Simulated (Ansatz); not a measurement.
**AlNH₃ (quartet): from Hartree-Fock to the top rungs at distance Al1–H4 along a hydrogen transfer = 1.475 Å, cc-pVDZ**

Aim: climb from Hartree-Fock through coupled cluster and multireference methods for AlNH₃ (quartet) at one geometry and basis, and see what each rung misses.

Program: Ansatz 0.2.0, Gaussian basis. Level of theory: cc-pVDZ, core rule «outside noble gas», up to 6 orbitals frozen. These are calculated values, not measurements.

Plan: UHF; CCSD(T) on ROHF; CCSD(T) on UHF; BCCD(T) on ROHF; CISD; CCSDT(Q) on ROHF; CCSDT(Q) on UHF; CASSCF and MRCISD+Q, 5 electrons in 5 orbitals; CASSCF and NEVPT2, 5 electrons in 5 orbitals.

13 further runs of the same task are left out: 9 for a known fault of the program, 4 that didn't finish.

## Step 1: What is computed

The geometry derives from fragments relaxed apart (PBE0/def2-TZVP) and kept rigid, so it is no stationary point. A hydrogen atom is moved between rigid fragments.

5 atoms, charge 0, spin multiplicity 4.

Atoms are counted from 1 here; the program's logs count them from 0.

Bond lengths: Al1–H2 1.586 Å, Al1–H3 1.586 Å, Al1–H4 1.475 Å. Angles: H2–Al1–H3 120.0°, H2–Al1–H4 120.0°, H3–Al1–H4 120.0°.

Coordinates:

| atom | x (Å) | y (Å) | z (Å) |
| --- | --- | --- | --- |
| Al1 | -1.0766 | 0.0000 | 0.0000 |
| H2 | -1.8696 | 1.3734 | 0.0000 |
| H3 | -1.8696 | -1.3734 | 0.0000 |
| H4 | 0.3984 | 0.0000 | 0.0000 |
| N5 | 2.3144 | 0.0000 | 0.0000 |

## Step 2: UHF

The input, in.yaml:

```yaml
crystal:
  periodic: [false, false, false]
  atoms:
    - {symbol: Al, position_ang: [-1.076637, 0.000000, 0.000000]}
    - {symbol: H, position_ang: [-1.869560, 1.373384, 0.000000]}
    - {symbol: H, position_ang: [-1.869560, -1.373384, 0.000000]}
    - {symbol: H, position_ang: [0.398363, 0.000000, 0.000000]}
    - {symbol: N, position_ang: [2.314363, 0.000000, 0.000000]}
basis:
  gaussian: {orbitals: cc-pVDZ}
magnetization: {spin_polarized: true, initial_magnetization: 3}
hamiltonian: {xc: hf}
output: {orbitals: {seedname: orbitals}}
```

On the command line:

```sh
ansatz run in.yaml --threads 1 --pin off --events-out ev --progress --plain --max-ram 2393MiB
```

Further steps of the session: CCSD(T) on ROHF; CCSD(T) on UHF; BCCD(T) on ROHF; CISD; CCSDT(Q) on ROHF; CCSDT(Q) on UHF; CASSCF and MRCISD+Q, 5 electrons in 5 orbitals; CASSCF and NEVPT2, 5 electrons in 5 orbitals.

Before running them: what should the planned runs give, taken together? Wanted: UCCSDT(Q) below the RHF energy; RMP2 from UCCSDT(Q); UMP2 from UCCSDT(Q); RCCSD from UCCSDT(Q); RCCSD(T) from UCCSDT(Q); UCCSD(T) from UCCSDT(Q); RCCSDT(Q) from UCCSDT(Q); NEVPT2 pair from UCCSDT(Q); MRCISD+Q pair from UCCSDT(Q).

As calculated:

| quantity | value |
| --- | --- |
| UCCSDT(Q) below the RHF energy | -5.3847 eV |
| RMP2 from UCCSDT(Q) | +114.6 kJ/mol |
| UMP2 from UCCSDT(Q) | +113.2 kJ/mol |
| RCCSD from UCCSDT(Q) | +7.3 kJ/mol |
| RCCSD(T) from UCCSDT(Q) | +1.9 kJ/mol |
| UCCSD(T) from UCCSDT(Q) | +1.7 kJ/mol |
| RCCSDT(Q) from UCCSDT(Q) | +0.2 kJ/mol |
| NEVPT2 pair from UCCSDT(Q) | +113.0 kJ/mol |
| MRCISD+Q pair from UCCSDT(Q) | -2.1 kJ/mol |
| levels within 1 kcal/mol (43 meV) | RCCSD(T), UCCSD(T), BCCD(T), RCCSDT, UCCSDT, RCCSDT(Q), MRCISD+Q pair |
| T1 diagnostic | 0.013 |

RCCSD(T) misses by +1.9 kJ/mol, 0.4 % of the correlation energy. Of the multireference levels listed MRCISD+Q pair comes nearest in total energy (-2.1 kJ/mol), which doesn't show that its space is the better one. These misses are within one basis, not against nature; the frozen cores of restricted and unrestricted runs differ, which can shift their rows.
